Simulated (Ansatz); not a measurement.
Born–Oppenheimer molecular dynamics of CH₅AlO (8 atoms, charge 0, multiplicity 1). It starts from a relaxed structure.

These are results of RKS LDA/def2-SVP (Ansatz 0.2.0), not measurements.

```
ensemble        : NVT, Langevin thermostat
time step       : 0.25 fs
steps asked     : 100
set temperature : 400 K
friction        : 0.5 /fs
seed            : 765396
```

First frame:

```xyz
8
Properties=species:S:1:pos:R:3
Al 0.050 -0.203 -0.022
H -0.061 -0.426 1.564
C 1.705 0.014 -0.992
H 2.357 -0.880 -0.877
H 1.523 0.173 -2.076
H 2.287 0.880 -0.606
O -1.388 -0.153 -0.938
H -2.278 -0.252 -0.561
```

**Question.** What does the run give?

**Answer.** All steps were run.

```
steps done                                               : 100
time covered                                             : 25 fs
mean temperature over the second half                    : 455 K
spread of the potential energy over the second half      : 9.7 meV per atom
mean potential energy of the second half above the start : 35.0 meV per atom
```

The mean temperature of the second half is 14 % above the set value. A run of 0.025 ps of so small a system gives no equilibrium averages. The friction is so strong that the motion is overdamped, so the time scale means little.

**Question.** What happens to the structure?

**Answer.** The same pairs are bonded in the first frame and the last. Pairs count as bonded within 1.25 times the sum of covalent radii (0.12 Å more for H–H). Another seed would give other details.

**Question.** How do temperature and energy run in time?

**Answer.** 
```
time (fs)  T (K)  potential energy less start (eV)
        0    350                             0.000
     0.75    205                             0.012
      1.5    349                             0.049
     2.25    397                             0.082
        3    511                             0.080
     3.75    334                             0.074
      4.5    192                             0.066
     5.25    282                             0.079
        6    294                             0.096
     6.75    409                             0.089
      7.5    286                             0.103
     8.25    394                             0.145
        9    347                             0.171
     9.75    504                             0.182
     10.5    462                             0.197
    11.25    495                             0.236
       12    436                             0.237
    12.75    610                             0.189
     13.5    824                             0.170
    14.25    460                             0.203
       15    519                             0.268
    15.75    349                             0.264
     16.5    246                             0.243
    17.25    306                             0.248
       18    426                             0.233
    18.75    233                             0.232
     19.5    325                             0.241
    20.25    475                             0.261
       21    529                             0.290
    21.75    441                             0.312
     22.5    552                             0.353
    23.25    555                             0.393
       24    463                             0.410
    24.75    559                             0.451
```

Run time: 89 s on 1 thread of Arm Neoverse V2, with other jobs on the host, peak memory 0.11 GiB.
